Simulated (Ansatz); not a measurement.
**Strength of the C–C bond: C2H3N → CH3 + CN**

Species: C2H3N (acetonitrile) `CC#N`, singlet; CH3 (methyl radical) `[CH3]`, doublet; CN, doublet. 

Shapes, held fixed at every level: PBE0-D4/def2-TZVP. Programs: Ansatz 0.2.0. The zero-point and thermal change to 298 K, harmonic and unscaled (PBE0-D4/def2-TZVP), is -20.7 kJ/mol.

| level | kind | ΔH(298 K) (kJ/mol) | CPU time (sum over the molecules) |
| --- | --- | --- | --- |
| SPW92/def2-TZVPP | LDA | +596.8 | 2.7 s |
| B3LYP-D4/def2-TZVPP | global hybrid | +516.3 | 5.5 s |
| BHLYP-D4/def2-TZVPP | global hybrid | +522.6 | 4.8 s |
| PBE0-D4/def2-TZVPP | global hybrid | +530.2 | 4.4 s |
| r2SCAN0-D4/def2-TZVPP | global hybrid | +507.9 | 8.6 s |
| wB97M-V/def2-TZVPP | range-separated hybrid | +542.7 | 18 s |
| wB97X-V/def2-TZVPP | range-separated hybrid | +541.7 | 15 s |
| B2PLYP/def2-TZVPP | double hybrid | +514.8 | 6.5 s |

B2PLYP/def2-TZVPP gives ΔH(298 K) = +514.8 kJ/mol; the levels span +507.9 to +596.8. The median of the levels is +526.4. No measured value is set beside it here. Spin contamination: CN (⟨S²⟩ up to 1.11). Open shells run unrestricted unless RO is named. Times are processor times on shared x86 and Arm servers, and rough.
